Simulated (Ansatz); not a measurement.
The input, for Ansatz 0.2.0:

```yaml
crystal:
  periodic: [false, false, false]
  atoms:
    - {symbol: O, position_ang: [0.000000, -0.092053, 0.034879]}
    - {symbol: H, position_ang: [0.000000, 0.969515, -1.350076]}
    - {symbol: H, position_ang: [0.000000, 0.491675, 0.796429]}
basis:
  gaussian: {orbitals: cc-pVTZ}
magnetization: {spin_polarized: true, initial_magnetization: 0}
correlation: {method: ccsdt_q, electrons: outside_noble_gas}
```

```sh
$ ansatz run in.yaml --threads 1 --pin off --events-out ev --progress --plain --max-ram 2393MiB
```

The program prints:

```
700 factors; integrals over basis functions are off by at most 2.1e-7 eV
mean field evaluation 1: about -2060.5736 eV, gradient 2.8e1 eV
mean field evaluation 2: about -2060.5733 eV, gradient 2.8e1 eV
mean field evaluation 4: about -2064.5470 eV, gradient 2.8e0 eV
mean field evaluation 8: about -2064.6298 eV, gradient 5.4e-4 eV
mean field evaluation 16: about -2066.0747 eV, gradient 1.0e-1 eV
mean field evaluation 32: about -2060.5730 eV, gradient 2.8e1 eV
mean field evaluation 64: about -2065.2540 eV, gradient 2.8e-6 eV
mean field evaluation 96: about -2066.0555 eV, gradient 2.3e0 eV
mean field evaluation 128: about -2066.0745 eV, gradient 9.2e-2 eV
mean field evaluation 160: about -2066.0748 eV, gradient 3.4e-3 eV
...
cycle  17  -7.18338968 eV  change   -3.4e-5 eV  update   1.5e-5
cycle  18  -7.18341844 eV  change   -2.9e-5 eV  update   7.2e-6
cycle  19  -7.18344096 eV  change   -2.3e-5 eV  update   3.8e-6
cycle  20  -7.18344310 eV  change   -2.1e-6 eV  update   1.4e-6
cycle  21  -7.18344150 eV  change    1.6e-6 eV  update   6.8e-7
cycle  22  -7.18344132 eV  change    1.8e-7 eV  update   3.4e-7
cycle  23  -7.18344107 eV  change    2.5e-7 eV  update   2.0e-7
cycle  24  -7.18344097 eV  change    9.3e-8 eV  update   1.2e-7
cycle  25  -7.18344072 eV  change    2.5e-7 eV  update   1.0e-7
cycle  26  -7.18344067 eV  change    5.0e-8 eV  update   7.0e-8
perturbative correction -0.04304230 eV, -0.0015817755 hartree
Total energy: -2073.30125878 eV, -76.1924159260 hartree
```

Ran on 1 thread of Arm Neoverse V2, shared host: 64 s wall, 0.55 GiB peak host memory.
